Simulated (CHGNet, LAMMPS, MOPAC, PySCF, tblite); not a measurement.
**Lattice constant a of rock-salt NaF: levels of theory against measurement**

Reference value: 4.582 Å (measured, static lattice: zero-point anharmonic expansion removed; as tabulated in Mejia-Rodriguez and Trickey (2018), arXiv:1807.09216).

What do ionic model catlow1977, GFN1-xTB, GFN2-xTB, PM6 semi-empirical Hartree-Fock (MOPAC), CHGNet-r²SCAN, PBE, Hartree–Fock give, and how far is each from the reference?


```
level (code)                                        value (Å)  error (%)
-----------------------------------------------  ------------  ---------
ionic model catlow1977 (shell model, LAMMPS)            4.567      -0.33
GFN1-xTB (tblite)                                       4.686      +2.27
GFN2-xTB (tblite)                                       6.493        +42
PM6 semi-empirical Hartree-Fock (MOPAC) (MOPAC)         4.947      +7.97
CHGNet-r²SCAN (CHGNet)                                  4.582       0.00
PBE (PySCF)                                      4.721 ± 0.02      +3.03
Hartree–Fock (PySCF)                             4.609 ± 0.02      +0.59
```

Leaving aside ionic model catlow1977, which can be fitted to such values or carry a doubt: The best agreement in this table is that of CHGNet-r²SCAN (0.00 %). GFN2-xTB (+42 %) misses by most. Of these only CHGNet-r²SCAN lands within 0.3 %.

A ± on a computed value is a rough bar: the spread of its extrapolation, a floor set from checks against published values, or a statistical error. GFN1-xTB, GFN2-xTB, PM6 semi-empirical Hartree-Fock (MOPAC): the method was fitted mainly to molecules. GFN1-xTB, GFN2-xTB, PM6 semi-empirical Hartree-Fock (MOPAC): the run uses a supercell at the zone centre in place of a k mesh. GFN2-xTB: the cell moved over 20 % in volume from its start.

Empirical potentials (ionic model catlow1977) are fitted to chosen data, which need not cover the solid at hand: agreement can be built in, and what lay outside the fit can be far off. Machine-learned potentials (CHGNet-r²SCAN) are trained on DFT data, which may include these solids.

Differences are worked out from the printed values.
